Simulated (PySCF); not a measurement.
NMR data simulated for an unnamed compound:

$^{1}$H NMR (600 MHz, computed): δ 7.73 (dt, J = 19.3, 1.8 Hz, 1H), 7.14 (dt, J = 19.3, 2.3 Hz, 1H), 3.49 (qt, J = 8.1, 2.1 Hz, 2H), 1.26 (t, J = 8.1 Hz, 3H).

$^{13}$C{$^{1}$H} NMR (computed): δ 157.9 (CH2), 66.5 (CH2), 19.9 (CH3).

- structure optimised with PBE0-D3(BJ)/def2-SVP
- B3LYP/pcJ-1 coupling constants (spin–dipole term only in couplings to heteroatoms)
- shielding tensors at B3LYP/pcSseg-2 (GIAO)
- program: PySCF 2.14.0 with density-fitted response routines
- one conformer, non-relativistic Hamiltonian, rapidly exchanging positions averaged, no solvent

References, each an isolated molecule treated in the same way: $^{1}$H (σ = 31.39 ppm), $^{13}$C (σ = 179.19 ppm) vs TMS.

Question: Which of these does the molecule contain: a nitrile, an OH group, a CF3 group, a CH3CH2 unit?

Answer: 
- A nitrile: no.
- An OH group: no.
- A CF3 group: no.
- A CH3CH2 unit: yes (δC 19.9, 66.5; δH 1.26 (t), 3.49 (qt)).

The data belong to `C=NCC`, C$_{3}$H$_{7}$N; they needn't prove each group on their own.

Carbon signals by region: 1 in the sp2 and nitrile region (100–160 ppm), 1 at 50–100 ppm, 1 below 50 ppm.

Splittings below 1 Hz are ignored in the labels, and close J values are merged. Unscaled 3J(H,H) at this level run about 10 % above measured values. Shifts are as computed. Against solution values, carbons near 30 ppm lie about +3 ppm off and those near 130 ppm about +8 ppm. Of 1211 compounds with measured shifts, 218 miss one by over three times the rms of a fit or turn the order of signals round; such compounds aren't used in these exercises.
